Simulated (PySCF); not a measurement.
# C3H3F2N (CH3CF2CN): the cost of one run

Computed with PySCF 2.14.0, with density-fitted response routines of our own, on a single molecule in the gas phase. Atoms are numbered from 0 throughout.

## (1) The molecule as given

9 atoms, charge 0, multiplicity 1; geometry from: MMFF94s. The atoms were then displaced at random by about 0.03 Å, so the start is not that level's minimum.

Bonds of the start (Å): C0–C1 1.42, C1–F2 1.36, C1–F3 1.38, C1–C4 1.48, C4–N5 1.17, C0–H6 1.08, C0–H7 1.18, C0–H8 1.07.

## (2) Relaxing the molecule at PBE0-D3(BJ)/def2-SVP

The job: settings as JSON, then the geometry in Å.

```
{"job": {"xc": "PBE0", "basis": "def2-SVP", "d3": "d3bj", "grid": 1, "shake": 0.03, "kind": "geom"}, "charge": 0, "multiplicity": 1}
C     -0.940520     0.091340    -0.011340
C      0.363290    -0.394730     0.247180
F      0.359700    -1.694980    -0.149490
F      0.701280    -0.355900     1.585630
C      1.427490     0.351750    -0.469560
N      2.240250     0.999290    -1.003530
H     -1.725430    -0.427720     0.510660
H     -1.046680     1.222160     0.298220
H     -1.246630     0.139350    -1.033420
```

On the command line:

```console
> OMP_NUM_THREADS=1 python probes_run.py task.json out
```

This one command runs all jobs of the session in turn.

Q: Estimate the wall time and peak memory of this first job on 1 thread of Arm Neoverse V1, shared host.

About 24 s, with a peak of 0.4 GiB.
